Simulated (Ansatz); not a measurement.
Basis-set extrapolation for `[CH2]C#CC#N` radical (PBE0-D4/def2-TZVP geometry, frozen core, Ansatz). Multiplicity 2, UHF reference.

|  | def2-TZVPP | def2-QZVPP |
| --- | --- | --- |
| HF | -207.068458 | -207.076443 |
| MP2 correlation | -0.708750 | -0.757880 |
| CCSD(T) correlation | -0.808273 | -0.852980 |

Energies in hartree. Use E(X) = E(∞) + A·exp(−7.88·√X) for Hartree–Fock and E(X) = E(∞) + B·X^(−2.97) for correlation, with X = 3 and 4.

Problem. What is the CCSD(T) energy at the basis-set limit?

Solution. HF limit: -207.076443 + (-0.007985) × 0.13774 = -207.07754. Correlation limit: -0.852980 + (-0.044707) × 0.74074 = -0.88610. Total: -207.96364 hartree, 228.2 kJ/mol below CCSD(T)/def2-TZVPP.

The UHF reference is spin-contaminated (⟨S²⟩ = 1.38, T1 = 0.053).
